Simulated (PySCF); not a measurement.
## SiS2: fields on a plane

Level of theory: PBE0 in PySCF with Si def2-TZVP, S def2-TZVP; no relativity; density-fitted integrals.

The singlet minimum has Si–S 1.918 Å (×2); S–Si–S 180.0°.

The plane holds Si1 at (0.00, 0.00), S2 at (1.92, 0.00), S3 at (-1.92, 0.00) Å. Columns run from x = -4.05 to 4.35 Å, rows from y = 2.25 (top) to -1.95 Å, in steps of 0.3 Å. Other isomers or separated fragments may lie lower.

Problem. Give the electron density (e/Å³) (cut at 5 e/Å³). Lower edges of the bins (e/Å³): '0' 0.000, '1' 0.030, '2' 0.076, '3' 0.151, '4' 0.268, '5' 0.455, '6' 0.750, '7' 1.218, '8' 1.960, '9' 3.136; top 5.00.

Solution. 
```
00000000000000000000000000000
00000000000000000000000000000
00000011111111111111110000000
00001222222222222222222100000
00012344443333333344443210000
00023566655444444556665320000
00124678766558855667876421000
00135699976689986679996531000
00135699976689986679996531000
00124678766558855667876421000
00023566655444444556665320000
00012344443333333344443210000
00001222222222222222222100000
00000011111111111111110000000
00000000000000000000000000000
```

Problem. Give the electron localisation function (set to 0 where the density is under 0.005 e/Å³). Lower edges of the bins: '0' 0.000, '1' 0.090, '2' 0.179, '3' 0.269, '4' 0.359, '5' 0.449, '6' 0.538, '7' 0.628, '8' 0.718, '9' 0.807; top 0.90.

Solution. 
```
00000011111000000111110000000
00001344432110011234443100000
00024666654322223456666420000
00246888876654456678888642000
01368999988874478889999863100
02579998888841148888899975200
02589911179704407971119985200
02689548828439934828845986200
02689548828439934828845986200
02589911179704407971119985200
02579998888841148888899975200
01368999988874478889999863100
00246888876654456678888642000
00024666654322223456666420000
00001344432110011234443100000
```
